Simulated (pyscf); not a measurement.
Thermochemistry of product channels of `[CH2]=[S]` + `[H]` [doublet] on the doublet surface, in eV, from ωB97M-D3(BJ)/def2-TZVP energies (ideal gas, 1 atm, RRHO with modes under 100 cm⁻¹ raised to 100, one conformer, R ln 2 for rigid chiral ones). Structures and frequencies: ωB97X-D3(BJ)/def2-SVP in PySCF.

```json
[
 {"products": "`[CH2][SH]` [doublet]", "ΔE": "…", "ΔH(298 K)": "-1.92", "ΔG(600 K)": "-1.44", "ΔG(1200 K)": "-0.94"},
 {"products": "`[CH]=[S]` [doublet] + `[H][H]`", "ΔE": "-0.41", "ΔH(298 K)": "-0.46", "ΔG(600 K)": "-0.60", "ΔG(1200 K)": "…"},
 {"products": "`[CH3][S]` [doublet]", "ΔE": "…", "ΔH(298 K)": "-2.28", "ΔG(600 K)": "-1.67", "ΔG(1200 K)": "-1.01"}
]
```

Task: Fill in the missing entries.

Result: 
- `[CH2][SH]` [doublet], ΔE: -2.07
- `[CH]=[S]` [doublet] + `[H][H]`, ΔG(1200 K): -0.74
- `[CH3][S]` [doublet], ΔE: -2.51

These are energies of the channels, which say nothing of barriers. The orbital near-degeneracy of the XH₃O or XH₃S radical is left out.
